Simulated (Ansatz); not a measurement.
A relaxed structure of LiCl. Computed with PBE (plane waves to 420 eV, PAW, scalar-relativistic; Ansatz, a program for electronic structure).

```cif
data_ClLi
_chemical_formula_sum 'Cl1 Li1'
_space_group_name_H-M_alt 'P 1'
_space_group_IT_number 1
_cell_length_a 3.64188
_cell_length_b 3.64188
_cell_length_c 3.64188
_cell_angle_alpha 60.000
_cell_angle_beta 60.000
_cell_angle_gamma 60.000
loop_
_space_group_symop_operation_xyz
  'x, y, z'
loop_
_atom_site_label
_atom_site_type_symbol
_atom_site_fract_x
_atom_site_fract_y
_atom_site_fract_z
_atom_site_occupancy
Cl1 Cl 0.00000 0.00000 0.00000 1
Li1 Li 0.50000 0.50000 0.50000 1
```

Q: Find the space group and the Wyckoff positions (tolerance 0.01 Å).

A: Space group Fm-3m (No. 225); a = b = c = 5.150 Å, α = β = γ = 90.00°

```csv
atom,site,symmetry,x,y,z
Cl,4a,m-3m,0.0000,0.0000,0.0000
Li,4b,m-3m,0.5000,0.5000,0.5000
```

This is the rock salt type.

Q: Give the shortest distances between elements (the closest pairs, up to four, under 3.6 Å).

A: Cl–Li 2.58 Å.

| Item | Result |
|---|---|
| Volume per atom | 17.08 Å³ |
| Density | 2.06 g/cm³ |
| Band gap | 6.26 eV, direct (no spin-orbit coupling) |

No spin polarisation in the result.

Measured for LiCl: a 5.07 Å (static lattice; corrected from measurement; as listed in Daniel Mejia-Rodriguez, S. B. Trickey, Phys. Rev. B (2018)); gap 9.57 eV (static lattice; corrected from measurement; as listed in Wei Chen et al., Physical Review Materials (2018)). Computed minus measured — a: PBE +1.6 %; gap: PBE -3.31 eV. The computed values are for a static lattice, and a measured gap can be an optical one, lowered by exciton binding.

The run could not lose the symmetry of its start; a randomly shaken copy of 2 atoms returns to this structure.

All atoms sit on sites fixed by symmetry, so only the cell could relax.
